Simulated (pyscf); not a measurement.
H₃Si–Si•(SiH₃)–SiH₃ + H₂ → H₃Si–SiH(SiH₃)–SiH₃ + H• (hydrogen abstraction; doublet surface; H–H broken, H–Si formed). PySCF, gas phase, ωB97X-D3(BJ)/def2-SVP geometries. Energies in kcal/mol from the separated reactants.

```tsv
level	barrier	reaction energy
ωB97X-D3(BJ)/def2-TZVP	[?]	[?]
PBE/def2-TZVP	21.4	+22.0
r²SCAN/def2-TZVP	21.6	+23.8
M06-2X/def2-TZVP	25.9	+22.3
ωB97M-D3(BJ)/def2-TZVP	[?]	+20.0
HF/def2-TZVP	24.1	+15.1
```

**Question.** What belongs in the gaps?

**Answer.** 
- ωB97X-D3(BJ)/def2-TZVP, barrier: 23.9
- ωB97X-D3(BJ)/def2-TZVP, reaction energy: +20.7
- ωB97M-D3(BJ)/def2-TZVP, barrier: 23.1

At PBE, r²SCAN this geometry lies under the product side: in single points on another level's saddle the reverse barrier vanishes, and the forward threshold there is about the reaction energy. This is the saddle that the search found; another between the same sides may lie lower. The angle at the transferred H is 180°.
